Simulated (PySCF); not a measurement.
thioformamide, CH3NS, SMILES NC=S, point group Cs.

Level: PBE0/pcSseg-1 in PySCF (density fitting, grid level 2); geometry and Hessian at that level, cubic constants and property derivatives from steps of ±0.6 along each species' dimensionless normal coordinates, second-order vibrational perturbation theory. The parent has the commonest isotopes.

Equilibrium geometry (Å):

```csv
atom,x,y,z
N1,-0.7231,-0.0717,0.0270
C2,0.5890,0.1622,-0.0624
S3,1.7801,-0.9589,0.0468
H4,-1.0500,-1.0182,0.1761
H5,-1.4010,0.6725,-0.0502
H6,0.8176,1.2221,-0.2236
```

An isotope shift is δ(isotopologue) − δ(parent), that is, the negative of the change in the averaged GIAO shielding; n counts bonds from the nearest label (0: the labelled atom itself). These are computed values; those of heavy atoms are rounded to 5 ppb, about the numerical noise. One-bond deuterium shifts of ¹³C at such levels come out too large, by a quarter to a half.

Problem. What isotope shifts arise with ²H at 5?

Solution. 
```tsv
nucleus	n	0 K (ppb)	298.15 K (ppb)
H5	0	-88	-95
N1	1	-670	-645
C2	2	-385	-185
H4	2	-5	-14
S3	3	-3335	-1545
H6	3	-6	-2
```

Problem. What isotope shifts arise with ²H at 4?

Solution. 
```json
{"nucleus": "H4", "n": "0", "0 K (ppb)": "-100", "298.15 K (ppb)": "-101"}
{"nucleus": "N1", "n": "1", "0 K (ppb)": "-550", "298.15 K (ppb)": "-580"}
{"nucleus": "C2", "n": "2", "0 K (ppb)": "-220", "298.15 K (ppb)": "-125"}
{"nucleus": "H5", "n": "2", "0 K (ppb)": "-7", "298.15 K (ppb)": "-13"}
{"nucleus": "S3", "n": "3", "0 K (ppb)": "-1910", "298.15 K (ppb)": "-1040"}
{"nucleus": "H6", "n": "3", "0 K (ppb)": "-11", "298.15 K (ppb)": "-7"}
```

Problem. What isotope shifts arise with ³³S at 3, ²H at 5?

Solution. 
```
nucleus  n  0 K (ppb)  298.15 K (ppb)
     S3  0      -3380           -1580
     H5  0        -88             -95
     N1  1       -670            -650
     C2  1       -390            -190
     H4  2         -6             -14
     H6  2         -6              -2
```

Internal rotors are held in one well.
